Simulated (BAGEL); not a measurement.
# CH2ClN (SMILES [H]/N=C/Cl): levels of theory compared

Wanted: a comparison of 4 runs (HF/3-21G, HF/6-31G*, HF/aug-cc-pVDZ, B3LYP/6-31G*) of CH2ClN. 

The calculation is run with BAGEL 1.2.2.

1 further run of the same task is left out (it didn't finish). Runs told in other sessions of the task aren't counted.

## Step 1: The structure to begin with

The species is CH2ClN (5 atoms), meant as a singlet with charge 0. As SMILES, `[H]/N=C/Cl`. One bond was lengthened or shortened from a relaxed shape.

Bond lengths: N1–C2 1.247 Å, C2–Cl3 1.729 Å, N1–H4 1.172 Å, C2–H5 1.091 Å. Angles: N1–C2–Cl3 121.0°, N1–C2–H5 128.0°, Cl3–C2–H5 111.0°, C2–N1–H4 110.5°.

## Step 2: The energy at HF/3-21G (density fitting with qzvpp-jkfit) (run 1)

calc.json reads:

```json
{ "bagel": [

{
  "title": "molecule",
  "basis": "3-21g",
  "df_basis": "qzvpp-jkfit",
  "angstrom": true,
  "geometry": [
    { "atom": "N", "xyz": [   -0.657944,   -0.677607,   -0.194661 ] },
    { "atom": "C", "xyz": [    0.337756,   -0.023007,    0.174139 ] },
    { "atom": "Cl", "xyz": [    1.609956,   -0.769507,    1.076539 ] },
    { "atom": "H", "xyz": [   -1.400600,    0.006400,   -0.789200 ] },
    { "atom": "H", "xyz": [    0.548156,    1.033393,    0.001939 ] }
  ]
},
{ "title": "hf" },
{ "title": "print", "file": "orbitals.molden", "orbitals": true }

]}
```

Launch:

```
BAGEL_NUM_THREADS=1 BAGEL calc.json > calc.out
```

Log:

```text
* using 1 threads per process

  ===============================================================
  ===============================================================

  *** Geometry ***

  { "atom" : "N", "xyz" : [     -1.243334,     -1.280492,     -0.367856 ] },
  { "atom" : "C", "xyz" : [      0.638266,     -0.043477,      0.329075 ] },
  { "atom" : "Cl", "xyz" : [      3.042376,     -1.454157,      2.034364 ] },
  { "atom" : "H", "xyz" : [     -2.646750,      0.012094,     -1.491372 ] },
  { "atom" : "H", "xyz" : [      1.035865,      1.952830,      0.003664 ] },

  Number of auxiliary basis functions:      316

  Since a DF basis is specified, we compute 2- and 3-index integrals:
    o Being stored without compression. Storage requirement is 0.003 GB

  Number of basis functions:       35
  Number of electrons      :       32

    * METHOD: MOLECULE                             0.05

  *** RHF ***

  === Nuclear Repulsion ===
    89.2017704950

      * DIIS with orbital gradients will be used.

  === RHF iteration (3-21g) ===
      0       -550.08986428          0.03025188           0.01
      1       -550.14979794          0.02184889           0.01
      2       -550.18946842          0.00224235           0.01
[... 11 lines of this table left out ...]
     14       -550.19123910          0.00000000           0.01
    * SCF iteration converged.

    * Permanent dipole moment:
           (    0.351434,    -1.191593,     0.517791) a.u.

    * METHOD: HF                                   0.17

    * METHOD: PRINT                                0.00

  ===============================================================
```

Run time: 0.34 s. Hardware: 1 thread of Arm Neoverse V2, shared host.

## Step 3: The energy at HF/6-31G(d) (density fitting with qzvpp-jkfit, spherical functions) (run 2)

hf.json reads:

```json
{ "bagel" : [

{
  "title" : "molecule",
  "basis" : "6-31gs.json",
  "df_basis" : "qzvpp-jkfit",
  "angstrom" : true,
  "geometry" : [
    { "atom" : "N", "xyz" : [      -0.657944,      -0.677607,      -0.194661 ] },
    { "atom" : "C", "xyz" : [       0.337756,      -0.023007,       0.174139 ] },
    { "atom" : "Cl", "xyz" : [       1.609956,      -0.769507,       1.076539 ] },
    { "atom" : "H", "xyz" : [      -1.400600,       0.006400,      -0.789200 ] },
    { "atom" : "H", "xyz" : [       0.548156,       1.033393,       0.001939 ] }
  ]
},

{ "title" : "hf" },

{ "title" : "print", "file" : "orbitals.molden", "orbitals" : true }

]}
```

The basis set 6-31G* is read from a file made from the Basis Set Exchange's data (not shown).

Launch:

```
BAGEL_NUM_THREADS=1 BAGEL hf.json > hf.out
```

Log:

```text
* using 1 threads per process

  ===============================================================
  ===============================================================

  *** Geometry ***

  { "atom" : "N", "xyz" : [     -1.243334,     -1.280492,     -0.367856 ] },
  { "atom" : "C", "xyz" : [      0.638266,     -0.043477,      0.329075 ] },
  { "atom" : "Cl", "xyz" : [      3.042376,     -1.454157,      2.034364 ] },
  { "atom" : "H", "xyz" : [     -2.646750,      0.012094,     -1.491372 ] },
  { "atom" : "H", "xyz" : [      1.035865,      1.952830,      0.003664 ] },

  Number of auxiliary basis functions:      316

  Since a DF basis is specified, we compute 2- and 3-index integrals:
    o Being stored without compression. Storage requirement is 0.006 GB

  Number of basis functions:       50
  Number of electrons      :       32

    * METHOD: MOLECULE                             0.07

  *** RHF ***

  === Nuclear Repulsion ===
    89.2017704950

      * DIIS with orbital gradients will be used.

  === RHF iteration (6-31gs.json) ===
      0       -552.77507751          0.02633442           0.01
      1       -552.85418437          0.01859864           0.01
      2       -552.91207089          0.00227125           0.01
[... 11 lines of this table left out ...]
     14       -552.91431216          0.00000000           0.01
    * SCF iteration converged.

    * Permanent dipole moment:
           (    0.201859,    -1.092828,     0.408692) a.u.

    * METHOD: HF                                   0.24

    * METHOD: PRINT                                0.00

  ===============================================================
```

Run time: 0.44 s. Hardware: 1 thread of Arm Neoverse V2, shared host.

## Step 4: A single-point energy at HF/aug-cc-pVDZ (density fitting with qzvpp-jkfit) (run 3)

job.json reads:

```json
{ "bagel" : [

{
  "title" : "molecule",
  "basis" : "aug-cc-pvdz.json",
  "df_basis" : "qzvpp-jkfit",
  "angstrom" : "true",
  "geometry" : [
    { "atom" : "N", "xyz" : [   -0.657944,   -0.677607,   -0.194661 ] },
    { "atom" : "C", "xyz" : [    0.337756,   -0.023007,    0.174139 ] },
    { "atom" : "Cl", "xyz" : [    1.609956,   -0.769507,    1.076539 ] },
    { "atom" : "H", "xyz" : [   -1.400600,    0.006400,   -0.789200 ] },
    { "atom" : "H", "xyz" : [    0.548156,    1.033393,    0.001939 ] }
  ]
},
{
  "title" : "hf"
},
{
  "title" : "print",
  "file" : "orbitals.molden",
  "orbitals" : "true"
}

]}
```

The basis set aug-cc-pVDZ is read from a file made from the Basis Set Exchange's data (not shown).

Launch:

```
BAGEL_NUM_THREADS=1 BAGEL job.json > job.out
```

Log:

```text
* using 1 threads per process

  ===============================================================
  ===============================================================

  *** Geometry ***

  { "atom" : "N", "xyz" : [     -1.243334,     -1.280492,     -0.367856 ] },
  { "atom" : "C", "xyz" : [      0.638266,     -0.043477,      0.329075 ] },
  { "atom" : "Cl", "xyz" : [      3.042376,     -1.454157,      2.034364 ] },
  { "atom" : "H", "xyz" : [     -2.646750,      0.012094,     -1.491372 ] },
  { "atom" : "H", "xyz" : [      1.035865,      1.952830,      0.003664 ] },

  Number of auxiliary basis functions:      316

  Since a DF basis is specified, we compute 2- and 3-index integrals:
    o Being stored without compression. Storage requirement is 0.021 GB

  Number of basis functions:       91
  Number of electrons      :       32

    * METHOD: MOLECULE                             0.09

  *** RHF ***

  === Nuclear Repulsion ===
    89.2017704950

      * DIIS with orbital gradients will be used.

  === RHF iteration (aug-cc-pvdz.json) ===
      0       -552.70917273          0.02073324           0.03
      1       -552.85011837          0.01765272           0.03
      2       -552.95687645          0.00229103           0.03
[... 13 lines of this table left out ...]
     16       -552.96020184          0.00000000           0.02
    * SCF iteration converged.

    * Permanent dipole moment:
           (    0.176150,    -1.020332,     0.374815) a.u.

    * METHOD: HF                                   0.52

    * METHOD: PRINT                                0.01

  ===============================================================
```

Wall time 0.76 s (1 thread of Arm Neoverse V2, shared host).

## Step 5: A single-point energy at B3LYP/6-31G(d) (density fitting with qzvpp-jkfit, spherical functions) (run 4)

input.json reads:

```json
{ "bagel": [

{
  "title": "molecule",
  "basis": "6-31gs.json",
  "df_basis": "qzvpp-jkfit",
  "angstrom": true,
  "geometry": [
    { "atom": "N", "xyz": [   -0.657944,   -0.677607,   -0.194661 ] },
    { "atom": "C", "xyz": [    0.337756,   -0.023007,    0.174139 ] },
    { "atom": "Cl", "xyz": [    1.609956,   -0.769507,    1.076539 ] },
    { "atom": "H", "xyz": [   -1.400600,    0.006400,   -0.789200 ] },
    { "atom": "H", "xyz": [    0.548156,    1.033393,    0.001939 ] }
  ]
},
{
  "title": "ks",
  "xc_func": "b3lyp"
},
{
  "title": "print",
  "file": "orbitals.molden",
  "orbitals": true
}

]}
```

The basis set 6-31G* is read from a file made from the Basis Set Exchange's data (not shown).

Launch:

```
BAGEL_NUM_THREADS=1 BAGEL input.json > input.out
```

Log:

```text
* using 1 threads per process

  ===============================================================
  ===============================================================

  *** Geometry ***

  { "atom" : "N", "xyz" : [     -1.243334,     -1.280492,     -0.367856 ] },
  { "atom" : "C", "xyz" : [      0.638266,     -0.043477,      0.329075 ] },
  { "atom" : "Cl", "xyz" : [      3.042376,     -1.454157,      2.034364 ] },
  { "atom" : "H", "xyz" : [     -2.646750,      0.012094,     -1.491372 ] },
  { "atom" : "H", "xyz" : [      1.035865,      1.952830,      0.003664 ] },

  Number of auxiliary basis functions:      316

  Since a DF basis is specified, we compute 2- and 3-index integrals:
    o Being stored without compression. Storage requirement is 0.006 GB

  Number of basis functions:       50
  Number of electrons      :       32

    * METHOD: MOLECULE                             0.07

  *** Kohn-Sham DFT ***

    * Removing 7559 points whose weight is below 1.00e-10
    * Grid points: 66971

  === Nuclear Repulsion ===
    89.2017704950

       - DIIS with orbital gradients will be used.

  === KS iteration (b3lyp / 6-31gs.json) ===
      0       -522.33152909          0.18575780           0.10
      1       -524.07662474          0.22037005           0.08
      2       -502.92607951          0.16298618           0.07
[... 48 lines of this table left out ...]
     51       -554.21249169          0.00000001           0.08
    * SCF iteration converged.

    * Permanent dipole moment:
           (    0.191869,    -0.952114,     0.364866) a.u.

    * METHOD: KS                                   4.17

    * METHOD: PRINT                                0.00

  ===============================================================
```

It took 4.5 s on 1 thread of Arm Neoverse V2, shared host; peak memory 0.19 GiB.

## Step 6: The series

```tsv
run	level	energy (Eh)	dipole moment (D)	HOMO energy (eV)	LUMO energy (eV)	wall time
1	HF/3-21G (density fitting with qzvpp-jkfit)	-550.191239	3.42	-11.65	4.12	0.34 s
2	HF/6-31G* (density fitting with qzvpp-jkfit, spherical functions)	-552.914312	3.01	-11.63	4.02	0.44 s
3	HF/aug-cc-pVDZ (density fitting with qzvpp-jkfit)	-552.960202	2.80	-11.74	0.80	0.76 s
4	B3LYP/6-31G* (density fitting with qzvpp-jkfit, spherical functions)	-554.212492	2.64	-8.03	-0.54	4.5 s
```

## Step 7: Summary of results

| quantity | value |
| --- | --- |
| run 4: total energy | -554.21249 Eh |
| run 4: dipole moment | 2.64 D |
| run 4: HOMO energy | -8.03 eV |
| run 4: LUMO energy | -0.54 eV |
| run 4: HOMO–LUMO gap | 7.49 eV |

In words: The dipole moment (its size) runs from 2.64 D (B3LYP/6-31G*) to 3.42 D (HF/3-21G). The two ends differ in method and basis. The HOMO–LUMO gap runs from 7.49 eV (B3LYP/6-31G*) to 15.77 eV (HF/3-21G). All runs together took 6.1 s, the longest 4.5 s.
